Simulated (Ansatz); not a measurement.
# C4H8F2: one species, many methods

The task here is to estimate one member of a computed series from the others.

Computed with Ansatz 0.2.0, Gaussian basis. Level: functionals in def2-TZVPP, the program's frozen cores in correlated methods.

Plan: LDA (SPW92), PBE-D4, revPBE-D4, BLYP-D4, r2SCAN-D4, B97M-V, PBE0-D4, B3LYP-D4, r2SCANh-D4, r2SCAN0-D4, HSE06-D4, BHLYP-D4, CAM-B3LYP-D4, LC-ωPBE, ωB97X-V, ωB97M-V, B2PLYP, PBE-QIDH; CCSD(T)/def2-SVP; CCSD(T)/def2-TZVPP; MP2/def2-QZVPP; extrapolation to the limit; RPA on PBE.

## The geometry

The geometry comes from an earlier relaxation with PBE0-D4 in a triple-zeta def2 set; it is a stationary point, not always the lowest conformer.

SMILES `CCC(F)CF`, 14 atoms, charge 0, spin multiplicity 1.

Atoms are counted from 1 here; the program's logs count them from 0.

Bond lengths: C1–C2 1.518 Å, C1–H7 1.091 Å, C1–H8 1.093 Å, C1–H9 1.091 Å, C2–C3 1.513 Å, C2–H10 1.096 Å, C2–H11 1.095 Å, C3–F4 1.389 Å, C3–C5 1.504 Å, C3–H12 1.097 Å, C5–F6 1.378 Å, C5–H13 1.095 Å, C5–H14 1.094 Å. Angles: C2–C1–H7 110.9°, C2–C1–H8 111.1°, C2–C1–H9 110.9°, H7–C1–H8 107.9°, H7–C1–H9 108.1°, H8–C1–H9 107.9°, C1–C2–C3 112.7°, C1–C2–H10 110.2°, C1–C2–H11 110.2°, C3–C2–H10 108.7°, C3–C2–H11 108.1°, H10–C2–H11 106.8°, C2–C3–F4 109.3°, C2–C3–C5 112.3°, C2–C3–H12 110.8°, F4–C3–C5 108.4°, F4–C3–H12 106.5°, C5–C3–H12 109.2° and more.

The first run:

Input file in.yaml:

```yaml
crystal:
  periodic: [false, false, false]
  atoms:
    - {symbol: C, position_ang: [-1.441122, -1.169896, 0.601934]}
    - {symbol: C, position_ang: [-0.089481, -0.779775, 0.030455]}
    - {symbol: C, position_ang: [0.125162, 0.717786, 0.009824]}
    - {symbol: F, position_ang: [-0.882283, 1.316730, -0.735711]}
    - {symbol: C, position_ang: [1.450687, 1.096286, -0.590939]}
    - {symbol: F, position_ang: [1.699496, 2.440354, -0.419610]}
    - {symbol: H, position_ang: [-1.570565, -2.253612, 0.592010]}
    - {symbol: H, position_ang: [-1.543455, -0.829627, 1.635787]}
    - {symbol: H, position_ang: [-2.251274, -0.726403, 0.021567]}
    - {symbol: H, position_ang: [0.014630, -1.163213, -0.990497]}
    - {symbol: H, position_ang: [0.714410, -1.230074, 0.621918]}
    - {symbol: H, position_ang: [0.054525, 1.135230, 1.021690]}
    - {symbol: H, position_ang: [2.255059, 0.534781, -0.105295]}
    - {symbol: H, position_ang: [1.451411, 0.882334, -1.664233]}
basis:
  gaussian: {orbitals: def2-TZVPP}
hamiltonian: {xc: lda}
output: {orbitals: {seedname: orbitals}}
```

Started as:

```bash
> ansatz run in.yaml --threads 4 --pin off --events-out ev --progress --plain --max-ram 11315MiB
```

Among the steps run: LDA; PBE-D4 (GGA); revPBE-D4 (GGA); BLYP-D4 (GGA); r2SCAN-D4 (meta-GGA); B97M-V (meta-GGA); PBE0-D4 (hybrid); B3LYP-D4 (hybrid); r2SCANh-D4 (hybrid); r2SCAN0-D4 (hybrid); HSE06-D4 (hybrid); BHLYP-D4 (hybrid); CAM-B3LYP-D4 (range-separated); LC-ωPBE (range-separated); ωB97X-V (range-separated); ωB97M-V (range-separated); B2PLYP (double hybrid); PBE-QIDH (double hybrid).

One of the session's tables, all rows but one given; the rest of the session is left out.

It belongs to the step «Orbital energies across the functionals». 

```
  functional  HOMO (eV)  LUMO (eV)  gap (eV)
 LDA (SPW92)      -7.66       0.16      7.83
      PBE-D4      -7.49       0.33      7.82
   revPBE-D4      -7.42       0.41      7.83
     BLYP-D4      -7.45       0.30      7.75
   r2SCAN-D4      -7.86       1.10      8.95
      B97M-V      -8.05       0.49      8.54
     PBE0-D4      -9.18       1.13     10.31
    B3LYP-D4      -8.97       0.77      9.74
  r2SCANh-D4      -8.49       1.33      9.82
  r2SCAN0-D4      -9.42       1.65     11.07
    HSE06-D4      -8.77       0.76      9.53
    BHLYP-D4     -10.81       1.70     12.50
CAM-B3LYP-D4     -10.70       1.87     12.56
     LC-ωPBE     -11.97       3.18     15.15
     ωB97X-V          ?          ?         ?
     ωB97M-V     -11.57       2.55     14.13
```

**Question.** Estimate the row for ωB97X-V.

The run gave: HOMO (eV): -11.66; LUMO (eV): 2.98; gap (eV): 14.64. In the column «HOMO (eV)» it lies between LC-ωPBE (-11.97) and ωB97M-V (-11.57).
